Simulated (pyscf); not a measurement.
## Multi-bond step: HO–P(OH)–OH + H₂O → O=P–OH + H₂O + H₂O

Gas phase, singlet surface, charge 0. Bonds broken: O1–H5, P2–O4, O8–H9. Bonds formed: O4–H9, H5–O8. Single points on ωB97X-D3(BJ)/def2-SVP structures (PySCF, gas phase).

Transition state (Å):

```xyz
10

O      1.3252     0.1457    -0.5456
P      1.5392     0.7851     0.8443
O      1.8875    -0.4858     1.8545
O     -0.3002     0.7946     1.3249
H      0.0823    -0.3973    -0.7195
H      1.7208    -1.3288     1.4035
H     -0.3986     0.4689     2.2314
O     -0.9687    -0.5839    -0.4929
H     -0.8319     0.0928     0.5012
H     -1.4821    -0.0907    -1.1468
```

One imaginary mode, 995i cm⁻¹; descent along it reached the two sides named, in the forms told below.

```json
[
 {"bond": "O1–H5", "change": "breaks", "reactant side (Å)": "0.977", "saddle": "1.367", "product side": "1.743"},
 {"bond": "P2–O4", "change": "breaks", "reactant side (Å)": "1.704", "saddle": "1.901", "product side": "2.238"},
 {"bond": "O8–H9", "change": "breaks", "reactant side (Å)": "0.977", "saddle": "1.210", "product side": "1.673"},
 {"bond": "O4–H9", "change": "forms", "reactant side (Å)": "1.888", "saddle": "1.206", "product side": "0.999"},
 {"bond": "H5–O8", "change": "forms", "reactant side (Å)": "1.946", "saddle": "1.091", "product side": "0.987"}
]
```

Electronic energies relative to the separated reactants (kcal/mol):

```
level                   barrier  reaction energy  reverse barrier
----------------------  -------  ---------------  ---------------
ωB97X-D3(BJ)/def2-TZVP     10.8            +24.4            -13.5
PBE/def2-TZVP               3.7            +20.0            -16.3
r²SCAN/def2-TZVP            6.2            +23.7            -17.5
B3LYP-D3(BJ)/def2-TZVP      7.7            +21.1            -13.4
PBE0-D3(BJ)/def2-TZVP       7.5            +25.2            -17.7
M06-2X/def2-TZVP            9.4            +26.1            -16.6
ωB97M-D3(BJ)/def2-TZVP     10.0            +22.5            -12.4
HF/def2-TZVP               30.4            +24.5              5.9
```

With ωB97M-D3(BJ)/def2-TZVP energies and thermal terms (ideal gas, 1 atm, RRHO with modes under 100 cm⁻¹ raised to 100, one conformer, R ln 2 for rigid chiral ones), in kcal/mol:

```json
[
 {"T (K)": "298", "ΔH‡": "8.1", "ΔG‡": "20.2", "ΔH": "+20.9", "ΔG": "+10.8"},
 {"T (K)": "600", "ΔH‡": "7.7", "ΔG‡": "32.7", "ΔH": "+20.2", "ΔG": "+0.7"},
 {"T (K)": "900", "ΔH‡": "8.1", "ΔG‡": "45.1", "ΔH": "+19.0", "ΔG": "-8.7"},
 {"T (K)": "1200", "ΔH‡": "8.9", "ΔG‡": "57.3", "ΔH": "+17.8", "ΔG": "-17.8"}
]
```

On the reactant side the descent ends in a bound adduct, 11.3 kcal/mol under the separated species and 22.2 kcal/mol under the saddle at ωB97X-D3(BJ)/def2-TZVP. On the product side the descent ends in a bound adduct, 19.8 kcal/mol under the separated species and 6.2 kcal/mol under the saddle at ωB97X-D3(BJ)/def2-TZVP. At ωB97X-D3(BJ), PBE, r²SCAN, B3LYP-D3(BJ), PBE0-D3(BJ), M06-2X, ωB97M-D3(BJ) the saddle lies under the separated products, which points to a path from their complex (located at ωB97X-D3(BJ) alone), and parting the products costs more than the saddle. One saddle was located; it need not be the lowest between these sides.
